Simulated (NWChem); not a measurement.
dichloromethane (CH$_{2}$Cl$_{2}$); SMILES ClCCl

Program: NWChem. Pople sets run with spherical d functions. STO-3G and 3-21G are far too small for this property and stand as cheap habits. All runs use the structure optimised with PBE-D3(BJ)/def2-SVP. Field at 589 nm.

```json
[
 {"level": "B3LYP/STO-3G", "isotropic polarisability (bohr³)": "13.6", "anisotropy (bohr³)": "15.9", "relative time": "1"},
 {"level": "B3LYP/6-31G*", "isotropic polarisability (bohr³)": "30.2", "anisotropy (bohr³)": "20.8", "relative time": "5"},
 {"level": "B3LYP/def2-SVP", "isotropic polarisability (bohr³)": "29.0", "anisotropy (bohr³)": "18.6", "relative time": "4"},
 {"level": "B3LYP/def2-SVPD", "isotropic polarisability (bohr³)": "44.8", "anisotropy (bohr³)": "19.5", "relative time": "10"},
 {"level": "B3LYP/aug-cc-pVDZ", "isotropic polarisability (bohr³)": "44.0", "anisotropy (bohr³)": "20.4", "relative time": "30"},
 {"level": "B3LYP/def2-TZVPD", "isotropic polarisability (bohr³)": "45.9", "anisotropy (bohr³)": "20.0", "relative time": "50"}
]
```

The last column is a rough cost ratio, cheapest run = 1.
